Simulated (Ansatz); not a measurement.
System (SMILES): N#C (CH-N).
Geometry (B3LYP-D3(BJ)/def2-TZVP, fixed):
```
C
N 1 1.1462
H 1 1.0667 2 180.00
```

Basis-set convergence of the dipole moment at MP2 with Ansatz (a first-principles code). Dipoles come from the density behind the forces; the sign is taken along the dipole that this method gives in the largest set. The reference of a correlated method is not its basis-set limit, which lies further on. All functions are spherical. Cores are frozen. No added dispersion term, no relativity. Reference: the value in aug-pcseg-3, 3.042 D, itself unsure by roughly 0.004 D (its mean distance from aug-cc-pVQZ, def2-QZVPPD). Deviations are taken from unrounded values.

```csv
basis,functions,dipole moment (D),minus reference (D)
def2-SV(P),30,2.918,-0.124
cc-pVDZ,33,2.811,-0.231
def2-SVPD,48,3.049,0.007
aug-cc-pVDZ,55,3.039,-0.003
aug-pcseg-1,55,3.049,0.007
def2-TZVPP,76,3.009,-0.033
aug-cc-pVTZ,115,3.040,-0.002
aug-pcseg-2,115,3.037,-0.005
cc-pV5Z,237,3.039,-0.003
```

The smallest set listed that lies within 0.02 D of the reference with all its larger relatives (same family, alike in diffuse functions; a set with none counts only in the reference's own line) is def2-SVPD (48 functions, 0.007 D off). Inside, with no larger relative to test it: cc-pV5Z. (Relatives not listed, tested too: def2-TZVPD -0.002, def2-TZVPPD -0.013, jun-cc-pV(T+d)Z -0.010, def2-QZVPPD -0.005, aug-cc-pVQZ 0.002, aug-pcseg-3 0.000 D.)
